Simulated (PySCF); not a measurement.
# NaO: from constants to spectrum

UHF-CCSD(T) constants of NaO, ²Π (doublet), unpaired electrons π ↑ (PySCF, spin-free X2C with a Gaussian nucleus, basis sets Na x2c-TZVPPall, O x2c-TZVPPall; masses 22.9898 and 15.9949 u):

| Quantity | Value |
| --- | --- |
| ωe | 495.5 cm⁻¹ |
| ωexe | 3.5 cm⁻¹ |
| Be | 0.42749 cm⁻¹ |
| αe | 0.00479 cm⁻¹ |
| D (centrifugal) | 1.27e-06 cm⁻¹ |
| De to Na + O | 2.44 eV |

Give the vibrational terms G(v) and spacings up to v = 6.

G(v) = ωe(v+½) − ωexe(v+½)².

| v | G(v) (cm⁻¹) | G(v) − G(v−1) | Bv (cm⁻¹) |
| --- | --- | --- | --- |
| 0 | 247 |  | 0.4251 |
| 1 | 735 | 488 | 0.4203 |
| 2 | 1217 | 482 | 0.4155 |
| 3 | 1691 | 474 | 0.4107 |
| 4 | 2159 | 468 | 0.4059 |
| 5 | 2619 | 460 | 0.4011 |
| 6 | 3073 | 454 | 0.3964 |

How well does the Morse estimate ωe²/(4ωexe) reproduce De, and what is D0?

It gives 2.17 eV, 89 % of the computed De. D0 = De − G(0) = 2.44 − 0.03 = 2.41 eV.

Correlated steps freeze 2 core orbitals. The state was picked by a PBE0 search and need not be the measured ground state.
